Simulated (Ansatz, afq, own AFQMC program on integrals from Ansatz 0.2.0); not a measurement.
**CH₂Ge, singlet in cc-pVTZ, levels against CCSDT(Q)**

```tsv
atom	x (Å)	y (Å)	z (Å)
Ge	0.0000	0.0000	0.3030
C	0.0000	0.0000	-1.4834
H	0.0000	-0.9122	-2.0790
H	0.0000	0.9122	-2.0790
```

Connectivity, by distances: Ge–CH2.

Basis cc-pVTZ. Only valence electrons are correlated. Integrals, coupled cluster, full CI and functionals: Ansatz 0.2.0; the random walks run on the same integrals in our own AFQMC program. The CISD trial takes its coefficients from CCSD amplitudes. Released means that phaseless walkers are propagated on without the constraint, phases kept. Uncertainties: one standard error, sampling alone. No spin–orbit coupling.

Determinant: RHF, the one that the program's search chose, which needn't be the lowest solution. The geometry is a PBE0/def2-TZVP stationary point of this or a neighbouring charge and spin state.

No full CI on the walks' own integrals is used here; CCSDT(Q) serves as the reference and is uncertain by about the last step of the cluster series.

Cautions: no relativity below Rb; no spin-orbit coupling; inner d shell frozen; higher spins were not checked; restricted determinant unstable towards unrestricted (UHF 118 meV lower, ⟨S²⟩ 0.39); the released energies are still falling, so no released level is given (meV from the phaseless value at times in 1/Eh: -10 ± 5 at 0.24, -21 ± 3 at 0.51, -21 ± 3 at 0.99, -30 ± 5 at 1.62, -35 ± 5 at 2.40), though the last usable value meets CCSDT(Q) within the noise.

The T1 diagnostic is 0.0162. The weight of the determinant in the CISD state is 0.859 and the size of the correlated space is 10 electrons in 86 orbitals.

Reference: CCSDT(Q), correlation energy -8.052 eV.

```tsv
level	E − E(reference) (mEh)	share of correlation (%)
HF	295.92	0.00
MP2	38.23	87.08
CCSD	15.74	94.68
CCSD(T)	1.78	99.40
CCSDT	1.08	99.64
ph-AFQMC/HF	-0.09 ± 0.95	100.03
ph-AFQMC/CISD	1.21 ± 0.19	99.59
```

A walk keeps the symmetry of its determinant, which the program's search chose and which needn't be the lowest solution, so a lower state of the same spin and another symmetry isn't excluded.
